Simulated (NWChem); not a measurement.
# [N2H5]+ (SMILES N[NH3+]) at 6 levels

We compute a comparison of 6 runs (HF/3-21G, HF/6-31G, HF/def2-SVP, B3LYP/6-31G*, PBE0/def2-SVP, CCSD(T)/6-31G*) of [N2H5]+. 

The calculation is run with NWChem 7.3.0.

### Step 1. The system as given

[N2H5]+: 7 atoms, total charge +1, spin state singlet. SMILES: `N[NH3+]`. The shape is that of a GFN2-xTB optimisation.

Bond lengths: N1–N2 1.428 Å, N1–H3 1.016 Å, N1–H4 1.016 Å, N2–H5 1.036 Å, N2–H6 1.036 Å, N2–H7 1.042 Å. Angles: N1–N2–H5 108.0°, N1–N2–H6 108.0°, N1–N2–H7 116.6°, N2–N1–H3 112.3°, N2–N1–H4 112.3°, H5–N2–H6 106.9°, H5–N2–H7 108.4°, H6–N2–H7 108.4°, H3–N1–H4 109.8°.

### Step 2. Energy and gradient at HF/3-21G (run 1)

Contents of nw.nw:

```
echo
start nw
memory stack 880 mb heap 220 mb global 1100 mb
charge 1

geometry units angstroms noautosym nocenter noautoz
  N    -0.438190   -0.751510    0.037660
  N     0.122150    0.559720   -0.036280
  H    -0.219510   -1.215240    0.914850
  H    -0.152390   -1.337080   -0.741980
  H    -0.205920    0.998530   -0.915880
  H    -0.267800    1.119300    0.743960
  H     1.161650    0.626280   -0.002340
end

basis spherical bse
  * library 3-21G
end

scf
  thresh 1e-08
  maxiter 80
  noprint "final vectors analysis"
end

task scf gradient
```

On the command line:

```
$ nwchem nw.nw > nw.out
```

The program printed:

```text
[...]
  functions       =    28
[...]
  wavefunction    = RHF
[...]
         Total SCF energy =   -110.906743154867
      One-electron energy =   -239.165511808420
      Two-electron energy =     80.519650852320
 Nuclear repulsion energy =     47.739117801233
        Time for solution =      0.2s
[...]
                         RHF ENERGY GRADIENTS
    atom               coordinates                        gradient
                 x          y          z           x          y          z
   1 N      -0.828059  -1.420148   0.071167    0.006799   0.048162  -0.003260
   2 N       0.230830   1.057717  -0.068559   -0.022085  -0.043760   0.002356
   3 H      -0.414814  -2.296471   1.728816    0.002966  -0.009984   0.001785
   4 H      -0.287975  -2.526715  -1.402139    0.003088  -0.010125  -0.000087
   5 H      -0.389132   1.886948  -1.730762   -0.003088   0.005578  -0.011944
   6 H      -0.506069   2.115170   1.405881   -0.003917   0.007279   0.010768
   7 H       2.195200   1.183498  -0.004422    0.016238   0.002850   0.000381
[...]
```

Wall time 0.8 s (1 thread of Intel Xeon Platinum 8488C (Sapphire Rapids), shared host); peak memory 0.1 GiB.

### Step 3. Energy and gradient at HF/6-31G (run 2)

Contents of h5n2.xyz:

```xyz
7
H5N2 gradient
N     -0.438190    -0.751510     0.037660
N      0.122150     0.559720    -0.036280
H     -0.219510    -1.215240     0.914850
H     -0.152390    -1.337080    -0.741980
H     -0.205920     0.998530    -0.915880
H     -0.267800     1.119300     0.743960
H      1.161650     0.626280    -0.002340
```

Contents of h5n2.nw:

```
start h5n2
title "H5N2 gradient"
memory total 2200 mb
charge 1

geometry noautosym nocenter noautoz
load h5n2.xyz
end

basis spherical bse
N library 6-31G
H library 6-31G
end

scf
singlet
rhf
thresh 1e-08
maxiter 80
print low
end

task scf gradient
```

On the command line:

```
$ nwchem h5n2.nw > h5n2.out
```

The program printed:

```text
[...]
  functions       =    28
[...]
  wavefunction    = RHF
[...]
         Total SCF energy =   -111.468972307633
      One-electron energy =   -239.929203555659
      Two-electron energy =     80.721113446793
 Nuclear repulsion energy =     47.739117801233
        Time for solution =      0.6s
[...]
                         RHF ENERGY GRADIENTS
    atom               coordinates                        gradient
                 x          y          z           x          y          z
   1 N      -0.828059  -1.420148   0.071167   -0.013571   0.031423  -0.002846
   2 N       0.230830   1.057717  -0.068559   -0.011174  -0.029362   0.001733
   3 H      -0.414814  -2.296471   1.728816    0.006857  -0.011670   0.007635
   4 H      -0.287975  -2.526715  -1.402139    0.007425  -0.012624  -0.005297
   5 H      -0.389132   1.886948  -1.730762   -0.006286   0.008201  -0.019310
   6 H      -0.506069   2.115170   1.405881   -0.007639   0.010922   0.017420
   7 H       2.195200   1.183498  -0.004422    0.024387   0.003111   0.000666
 Task  times  cpu:        0.7s     wall:        0.7s
 Total times  cpu:        0.7s     wall:        0.7s
```

It took 1.2 s on 1 thread of Intel Xeon Platinum 8488C (Sapphire Rapids), shared host; peak memory 0.1 GiB.

Runs 3 to 5 aren't shown in full; the table further down has their settings and results.

### Step 4. A single-point energy at CCSD(T)/6-31G(d) (spherical functions) (run 6)

Contents of h5n2.nw:

```
start h5n2
memory total 2200 mb
charge 1

geometry units angstrom noautosym nocenter noautoz
N    -0.438190   -0.751510    0.037660
N     0.122150    0.559720   -0.036280
H    -0.219510   -1.215240    0.914850
H    -0.152390   -1.337080   -0.741980
H    -0.205920    0.998530   -0.915880
H    -0.267800    1.119300    0.743960
H     1.161650    0.626280   -0.002340
end

basis spherical bse
* library 6-31G*
end

scf
singlet
rhf
thresh 1e-08
maxiter 80
print low
end

ccsd
freeze core 2
maxiter 60
end

task ccsd(t) energy
```

On the command line:

```
$ nwchem h5n2.nw > h5n2.out
```

The program printed:

```text
[...]
  functions       =    38
[...]
  wavefunction    = RHF
[...]
         Total SCF energy =   -111.513993472639
      One-electron energy =   -240.057354533762
      Two-electron energy =     80.804243259889
 Nuclear repulsion energy =     47.739117801233
        Time for solution =      1.2s
[...]
 Total MP2 energy:           -111.839059001970568
[...]
             energy      energy      error      ampl     ampl      Block
                                                time     time      time
[...]
 Total CCSD energy:           -111.865206108818782
[...]
 Total CCSD+T(CCSD) energy:           -111.871849060692455
[...]
 Total CCSD(T) energy:                -111.871690518373867
[...]
```

Run time: 6.6 s. Hardware: 1 thread of Intel Xeon Platinum 8488C (Sapphire Rapids), shared host; peak memory 0.11 GiB.

### Step 5. Overview of the runs

| run | level | Cartesian functions | iteration cap | energy (Eh) | largest force (eV/Å) | wall time |
| --- | --- | --- | --- | --- | --- | --- |
| 1 | HF/3-21G | no | 80 | -110.906743 | 2.523 | 0.8 s |
| 2 | HF/6-31G | no | 80 | -111.468972 | 1.766 | 1.2 s |
| 3 | HF/def2-SVP | no | 80 | -111.443474 | 1.013 | 2.2 s |
| 4 | B3LYP/6-31G* (Cartesian functions) | yes | 100 | -112.203232 | 0.849 | 11 s |
| 5 | PBE0/def2-SVP | no | 100 | -111.998280 | 0.812 | 14 s |
| 6 | CCSD(T)/6-31G* (spherical functions) | no | 80 | -111.871691 | – | 6.6 s |

### Step 6. Outcome

```
                                          quantity          value
                               run 6: total energy  -111.87169 Eh
run 6: correlation energy (2 core orbitals frozen)     -357.7 mEh
                             run 6: (T) correction      -6.48 mEh
```

What this shows: Totals of different functionals can't be ranked against each other. All runs together took 36 s, the longest 14 s.
